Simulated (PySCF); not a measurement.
Computed with PBE-D3(BJ)/def2-TZVP // r2SCAN-D4/def2-TZVP run with PySCF. All species are isolated molecules in the gas phase. Excitations are Tamm–Dancoff values on a coarser integration grid. The basis has no diffuse functions, so Rydberg states are missing or too high.

Reference species (SMILES): `[NH2][Al]([Cl])[Cl]` (neutral, multiplicity 1).

| Item | Value |
|---|---|
| T1 excitation (TDA) | 4.89 eV |
| HOMO–LUMO gap | 5.13 eV |
| LUMO | -1.44 eV |

Changed species: `[Cl][Al]([Cl])[Cl]` (whole molecule; the reference has whole molecule).

Task: Give the shifts of the T1 excitation (TDA), HOMO–LUMO gap and LUMO.

Result: the T1 excitation (TDA) goes up by 0.81 eV, to 5.70 eV; the HOMO–LUMO gap rises by 0.69 eV, to 5.82 eV; the LUMO falls by 0.69 eV, to -2.13 eV.
